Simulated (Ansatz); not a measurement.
# N2H3 (hydrazinyl radical) at UCCSDT(Q)/STO-3G

What is the vertical ionisation energy of N2H3 (hydrazinyl radical) at UCCSDT(Q)/STO-3G? 

The results are computed with Ansatz 0.2.0.

30 further runs of the same task are left out: 30 set aside as unsound or not needed.

## (1) Starting point

N2H3 has 5 atoms, charge 0, and is taken as a doublet. As SMILES, `[NH]N`. The shape is that of a PBE0-D4/def2-TZVP optimisation. This is one conformer, not always the lowest.

Bond lengths: N1–N2 1.338 Å, N1–H3 1.021 Å, N2–H4 1.008 Å, N2–H5 1.012 Å. Angles: N1–N2–H4 113.9°, N1–N2–H5 120.9°, N2–N1–H3 106.1°, H4–N2–H5 114.6°.

## (2) The energy at UCCSDT(Q)/STO-3G

File job.yaml:

```yaml
basis:
  gaussian:
    orbitals: STO-3G
crystal:
  periodic: [false, false, false]
  atoms:
    - {symbol: N, position_ang: [-0.187600, -0.818050, 0.454040]}
    - {symbol: N, position_ang: [-0.128660, 0.235610, -0.368450]}
    - {symbol: H, position_ang: [0.759840, -0.951450, 0.811270]}
    - {symbol: H, position_ang: [-1.030950, 0.592300, -0.640030]}
    - {symbol: H, position_ang: [0.587360, 0.941580, -0.256830]}
magnetization:
  spin_polarized: true
  initial_magnetization: 1
correlation:
  method: ccsdt_q
  frozen_orbitals: {H: 0, "N": 1}
accuracy: high
scf:
  omitted_lower_state_checks: [cluster_reference, increment]
```

Run with:

```
$ ansatz run job.yaml --threads 1 --pin off --max-ram 3480MiB --events-out events.jsonl --progress --plain --runs-dir runs
```

Output (excerpt; [...] marks lines left out):

```text
Warning: RAYON_NUM_THREADS=1 ignored (pool sized by the plan → 1); use --threads N
Functional definition: HF
  name "HF"
[...]
209 factors; integrals over basis functions are off by at most 1.2e-8 eV
[...]
mean field -2969.97246222 eV, -109.1444748671 hartree, gradient 1.9e-8 eV, S^2 0.755256; 0 other end points of the search recorded, 0 dependent functions left out
2 core orbitals not correlated: weight in the atoms' cores, before any rotation towards them, 1.000 or more for the frozen orbitals, at most 0.000 for the correlated occupied ones
reference -2969.97246222 eV, -109.1444748671 hartree; 7, 6 occupied and 4, 5 virtual orbitals, 209 factors
second order -2.08232562 eV of doubles, -0.00000000 eV of singles
cycle   1  -2.55302366 eV  change   -4.7e-1 eV  update   5.8e-2
[...]
cycle  25  -2.87422622 eV  change   6.2e-10 eV  update  3.3e-10
perturbative correction -0.00199296 eV, -0.0000732399 hartree
Total energy: -2972.84868140 eV, -109.2501739724 hartree
Checks for a lower state left out: cluster_reference, increment
```

Wall time 0.73 s (1 thread of Arm Neoverse V1, shared host).

## (3) The singlet cation, same level

File input.yaml:

```yaml
crystal:
  periodic: [false, false, false]
  atoms:
    - {symbol: "N", position_ang: [-0.187600, -0.818050, 0.454040]}
    - {symbol: "N", position_ang: [-0.128660, 0.235610, -0.368450]}
    - {symbol: H, position_ang: [0.759840, -0.951450, 0.811270]}
    - {symbol: H, position_ang: [-1.030950, 0.592300, -0.640030]}
    - {symbol: H, position_ang: [0.587360, 0.941580, -0.256830]}
basis:
  gaussian: {orbitals: STO-3G}
accuracy: high
total_charge: 1
scf: {omitted_lower_state_checks: [cluster_reference, increment]}
correlation: {method: ccsdt_q, frozen_orbitals: {H: 0, "N": 1}}
```

Run with:

```
$ ansatz run input.yaml --threads 1 --pin off --max-ram 3480MiB --events-out events.jsonl --progress --plain --runs-dir runs
```

Output (excerpt; [...] marks lines left out):

```text
Warning: RAYON_NUM_THREADS=1 ignored (pool sized by the plan → 1); use --threads N
[... 2 set-up lines as earlier in the session ...]
[...]
209 factors; integrals over basis functions are off by at most 1.2e-8 eV
[...]
mean field -2963.27667446 eV, -108.8984092054 hartree, gradient 6.0e-8 eV, S^2 0.000000; 0 other end points of the search recorded, 0 dependent functions left out; unrestricted orbitals would lower it
2 core orbitals not correlated: weight in the atoms' cores, before any rotation towards them, 1.000 or more for the frozen orbitals, at most 0.000 for the correlated occupied ones
reference -2963.27667446 eV, -108.8984092054 hartree; 6, 6 occupied and 5, 5 virtual orbitals, 209 factors
second order -3.67129756 eV of doubles, -0.00000000 eV of singles
cycle   1  -4.03764343 eV  change   -3.7e-1 eV  update   1.1e-1
[...]
cycle  26  -4.65619213 eV  change   3.5e-10 eV  update  1.6e-10
perturbative correction -0.01227228 eV, -0.0004509979 hartree
Total energy: -2967.94513887 eV, -109.0699721079 hartree
Checks for a lower state left out: cluster_reference, increment
```

Run time: 0.38 s. Hardware: 1 thread of Arm Neoverse V1, shared host.

## (4) What came out

Level: UCCSDT(Q)/STO-3G, 2 core orbitals frozen.

| quantity | value |
| --- | --- |
| doublet N2H3: total energy | -109.25017 Eh |
| doublet N2H3: correlation energy (2 core orbitals frozen) | -105.7 mEh |
| doublet N2H3: ⟨S²⟩ of the reference determinant | 0.755 |
| doublet N2H3: T1 diagnostic | 0.018 |
| singlet cation: total energy | -109.06997 Eh |
| singlet cation: correlation energy (2 core orbitals frozen) | -171.6 mEh |
| singlet cation: T1 diagnostic | 0.029 |
| vertical ionisation energy (to the singlet cation) | 4.904 eV |

What this shows: The vertical ionisation energy comes to 4.90 eV (473 kJ/mol). Only the singlet of the ionised species was computed; a triplet could lie lower. In a minimal basis such a difference can be off by several eV, whatever the method. The T1 diagnostic (singlet cation) of 0.029 is above the customary mark for such species, so a single reference may not serve. The restricted solution (singlet cation) is unstable to spin breaking: an unrestricted one lies lower.
